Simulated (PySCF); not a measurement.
# How the method moves the HOMO and LUMO of C2H3F

C2H3F.
Numbering: `[CH2:1]=[CH:2][F:3]` (hydrogens: H4, H5 on C1; H6 on C2)

Structure used (PBE0-D3(BJ)/def2-SVP), in Å, numbered top down from 1:
```xyz
6
C2H3F angstrom
C     -0.6782   -0.1325    0.0775
C      0.6078    0.1492   -0.0795
F      1.5229   -0.7793   -0.3387
H     -1.0457   -1.1581    0.0007
H     -1.3843    0.6715    0.2861
H      1.0406    1.1531   -0.0154
```

Basis pcSseg-2 throughout (PySCF), one geometry. Isolated species at its PBE0-D3(BJ)/def2-SVP geometry, gas phase.

Q: How do the orbital energies, the gap and the dipole change with the method?

A: 
```csv
method,kind,HOMO (eV),LUMO (eV),gap (eV),μ (D),SCF cycles
BLYP,GGA,-6.36,-0.79,5.57,1.24,14
B97-D,GGA,-6.44,-0.79,5.66,1.23,14
OPBE,GGA,-6.45,-0.74,5.71,1.16,14
KT2,GGA,-6.49,-0.82,5.67,1.24,14
PBE,GGA,-6.49,-0.88,5.61,1.21,14
KT3,GGA,-6.51,-0.82,5.69,1.22,13
BP86,GGA,-6.58,-0.96,5.62,1.21,14
LDA,LDA,-6.69,-1.12,5.57,1.27,14
B3LYP,global hybrid,-7.52,-0.13,7.38,1.35,14
PBE0,global hybrid,-7.73,0.15,7.89,1.33,12
mPW1PW91,global hybrid,-7.76,0.14,7.89,1.34,13
HF,Hartree–Fock,-10.43,2.94,13.37,1.55,11
```

The HOMO spans 4.07 eV, from BLYP down to HF, and the gap runs from 5.57 eV (LDA) to 13.37 eV (HF). Over the methods BLYP (0 %), B97-D (0 %), OPBE (0 %), KT2 (0 %), PBE (0 %), KT3 (0 %), BP86 (0 %), LDA (0 %), B3LYP (20 %), PBE0 (25 %), mPW1PW91 (25 %), HF (100 %), a straight line through the gap against the share of exact exchange rises by 0.78 eV for each 10 % (correlation coefficient 0.998). The dipole ranges from 1.16 D (OPBE) to 1.55 D (HF). This basis has no diffuse functions.

Reference dipole: 1.43 D (measured, gas; NIST CCCBDB Release 22 (SRD 101), experimental dipoles); nearest here: B3LYP (1.35 D).
